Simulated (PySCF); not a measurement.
Molfile (atoms numbered from 1):
```
ClH3Si
     RDKit          3D

  5  4  0  0  0  0  0  0  0  0999 V2000
   -0.1202   -0.0054   -0.0114 Si  0  0  0  0  0  4  0  0  0  0  0  0
    1.9432    0.1024    0.0625 Cl  0  0  0  0  0  0  0  0  0  0  0  0
   -0.5155   -1.0243   -1.0226 H   0  0  0  0  0  0  0  0  0  0  0  0
   -0.6593    1.3286   -0.3946 H   0  0  0  0  0  0  0  0  0  0  0  0
   -0.6309   -0.3957    1.3317 H   0  0  0  0  0  0  0  0  0  0  0  0
  1  2  1  0
  1  3  1  0
  1  4  1  0
  1  5  1  0
M  END
```

Geometry: PBE0-D3(BJ)/def2-SVP; GIAO absolute shieldings from PySCF, gas phase, non-relativistic, averaged over equivalent atoms.

At PBE0/pcSseg-1 (63 basis functions, 2.3 s wall time on 1 thread of an Arm Neoverse V1, shared host):
| atoms | σ (ppm) |
| --- | --- |
| Si1 | 382.4 |
| Cl2 | 1041.7 |
| H3/H4/H5 | 26.26 |

Predict the values at CAM-B3LYP/pcSseg-2 on the same geometry.

Results:


```json
{"atoms": "Si1", "σ at CAM-B3LYP/pcSseg-2": "367.8", "change": "-14.6"}
{"atoms": "Cl2", "σ at CAM-B3LYP/pcSseg-2": "1020.7", "change": "-21.0"}
{"atoms": "H3/H4/H5", "σ at CAM-B3LYP/pcSseg-2": "26.35", "change": "+0.09"}
```

The largest change is at Cl2 (chlorine bonded to Si). Cost: 128 basis functions, 4.6 s wall time on 1 thread of an Arm Neoverse V1, shared host.
